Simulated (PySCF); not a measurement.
Propene, SMILES C=CC (B3LYP/def2-SVP optimised geometry):

```
9

C      0.232     1.462     0.000
C     -0.349     0.079     0.000
C      0.350    -1.059     0.000
H     -0.102     2.034    -0.884
H     -0.102     2.035     0.883
H      1.333     1.443     0.000
H     -1.446     0.020     0.000
H      1.446    -1.059     0.000
H     -0.144    -2.035     0.000
```

Method: B3LYP/def2-TZVP run with PySCF 2.14.0.

Q: What are the frontier orbital energies and the dipole moment?

A: HOMO-2 -10.20 eV, HOMO-1 -9.49 eV, HOMO -7.12 eV, LUMO 0.13 eV, LUMO+1 1.27 eV; dipole moment 0.41 D.

On the same geometry PBE/def2-TZVP run with PySCF 2.14.0 gives HOMO-2 -8.89 eV, HOMO-1 -8.23 eV, HOMO -6.22 eV, LUMO -0.67 eV, LUMO+1 0.85 eV; dipole moment 0.43 D.

Meta-Löwdin charges at B3LYP/def2-TZVP: C1 -0.32, C2 -0.08, C3 -0.27, H4 0.12, H5 0.12, H6 0.11, H7 0.11, H8 0.11, H9 0.12.
